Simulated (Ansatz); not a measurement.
The input, for Ansatz 0.2.0:

```yaml
crystal:
  periodic: [false, false, false]
  atoms:
    - {symbol: W, position_ang: [0.000000, 0.000000, 0.000000]}
    - {symbol: H, position_ang: [0.000000, 0.000000, 3.648000]}
basis:
  gaussian: {orbitals: def2-SVP}
total_charge: 1
magnetization: {spin_polarized: true, initial_magnetization: 0}
correlation: {method: ccsd_t, electrons: outside_noble_gas}
```

```sh
$ ansatz run in.yaml --threads 1 --pin off --events-out ev --progress --plain --max-ram 2393MiB
```

(1) Roughly how long does this take on 1 thread of Arm Neoverse V1, shared host, and how much host memory?

```
368 factors; integrals over basis functions are off by at most 5.3e-4 eV
mean field evaluation 1: about -1800.1009 eV, gradient 1.2e1 eV
mean field evaluation 2: about -1800.1025 eV, gradient 1.2e1 eV
mean field evaluation 4: about -1803.1065 eV, gradient 3.5e0 eV
mean field evaluation 8: about -1804.6387 eV, gradient 1.4e0 eV
mean field evaluation 16: about -1805.1423 eV, gradient 8.3e-4 eV
mean field evaluation 32: about -1809.7341 eV, gradient 5.7e-3 eV
mean field evaluation 64: about -1809.7370 eV, gradient 4.4e-3 eV
mean field evaluation 96: about -1696.7535 eV, gradient 4.8e1 eV
mean field evaluation 128: about -1809.7244 eV, gradient 4.7e-1 eV
mean field evaluation 160: about -1809.7346 eV, gradient 4.5e-2 eV
...
cycle 131  -3.23859740 eV  change    1.6e-5 eV  update   6.9e-6
cycle 132  -3.23858935 eV  change    8.0e-6 eV  update   5.5e-6
cycle 133  -3.23858478 eV  change    4.6e-6 eV  update   5.2e-6
cycle 134  -3.23857018 eV  change    1.5e-5 eV  update   4.8e-6
cycle 135  -3.23855975 eV  change    1.0e-5 eV  update   3.6e-6
cycle 136  -3.23855312 eV  change    6.6e-6 eV  update   2.7e-6
cycle 137  -3.23854739 eV  change    5.7e-6 eV  update   2.2e-6
cycle 138  -3.23854589 eV  change    1.5e-6 eV  update   2.0e-6
cycle 139  -3.23854558 eV  change    3.1e-7 eV  update   1.9e-6
cycle 140  -3.23854447 eV  change    1.1e-6 eV  update   1.8e-6
perturbative correction -2.02562986 eV, -0.0744405242 hartree
WARN: the results are in doubt because among natural orbitals the method converges to other amplitudes
Total energy: -1815.00168455 eV, -66.7000816551 hartree
In doubt: among natural orbitals the method converges to other amplitudes
```

Answers

(1) 42 s wall and 0.16 GiB.
